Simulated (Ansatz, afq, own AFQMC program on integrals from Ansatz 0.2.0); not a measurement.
Two steps: Ansatz 0.2.0 writes the Fock matrix and Cholesky factors of the valence space, and afq projects on them the lowest state that overlaps trial and start.

```yaml
crystal:
  periodic: [false, false, false]
  atoms:
    - {symbol: Cl, position_ang: [-1.481644, 0.000000, -0.000001]}
    - {symbol: H, position_ang: [-0.202844, 0.000000, 0.000000]}
    - {symbol: Si, position_ang: [1.651356, 0.000000, 0.000001]}
    - {symbol: H, position_ang: [2.101329, -1.416254, 0.000001]}
    - {symbol: H, position_ang: [2.101330, 0.708126, -1.226511]}
    - {symbol: H, position_ang: [2.101329, 0.708126, 1.226512]}
basis:
  gaussian: {orbitals: cc-pVTZ}
magnetization: {spin_polarized: true, initial_magnetization: 1}
correlation: {method: ccsd_t, electrons: outside_noble_gas, hamiltonian_folder: ham}
```

```sh
$ ansatz run in.yaml --threads 1 --pin off --events-out ev --progress --plain --max-ram 16896MiB --backend cuda --devices 0, --max-vram 18GiB
```

Options of the walk:

```
--method phaseless --trial hf --walkers 600 --populations 10 --least-time 40 --time-step 0.005 --steps-per-block 20 --equilibration-blocks 112 --max-blocks 4000 --target-error 0.00115 --factor-cut 1e-05 --start spin_pure --seed 119 --taylor-order 6
```

Times are imaginary, in 1/Eh. The walk had a cap of 67 s. With eight or more populations the least sampling time is a fifth of least-time, and the error comes from their spread.

Output of the walk:

```
orbitals 114  electrons 8 7  factors 696 of 706
reference energy -750.72417626 Eh
CCSD correlation -0.37557096 Eh in 11 cycles, weight of the determinant in the CISD state 0.8503
energy of the start -750.724489 Eh
 block  time / (1/Eh)  mean weight  energy / Eh
     1     0.100  1.0027  -750.817376
     2     0.200  1.0028  -750.881984
     3     0.300  1.0009  -750.930327
     4     0.400  1.0024  -750.960738
     5     0.500  1.0023  -750.989545
    10     1.000  0.9998  -751.053604
    71     7.100  1.0004  -751.118950
   141    14.100  1.0003  -751.111356
   211    21.100  1.0009  -751.114890
   253    25.300  0.9997  -751.134410
   281    28.100  0.9997  -751.115311
   351    35.100  0.9989  -751.119344
   421    42.100  0.9995  -751.112123
   449    44.900  1.0008  -751.095118
   491    49.100  0.9984  -751.101472
   561    56.100  0.9992  -751.117065
error from the spread of 10 populations
energy -751.115774 +/- 0.001114 Eh
(rows thinned)
```

The run passed its tests (sampling time, drift between the halves within three errors, error under three times the target), which doesn't prove that it has relaxed.

Against this walk (error 30.3 meV) on the same determinant: CCSD(T) 89.6 meV higher, the released energy of a separate walk with a CISD trial 55.3 ± 32.1 meV higher (within the noise), a separate phaseless walk with a CISD trial and standard settings 52.0 ± 30.9 meV higher (within the noise). The error is statistical and leaves out the bias of the constraint.

Cautions: constraint bias not in the error.

The walk took 39 s on 1 × NVIDIA H100 80GB HBM3 with 2 threads of AMD EPYC 7R13 Processor (Zen 3), with other jobs on the host (the card was shared). The log's last line is the phaseless energy.

A walk keeps the symmetry of its determinant, which the program's search chose and which needn't be the lowest solution, so a lower state of the same spin and another symmetry isn't excluded.
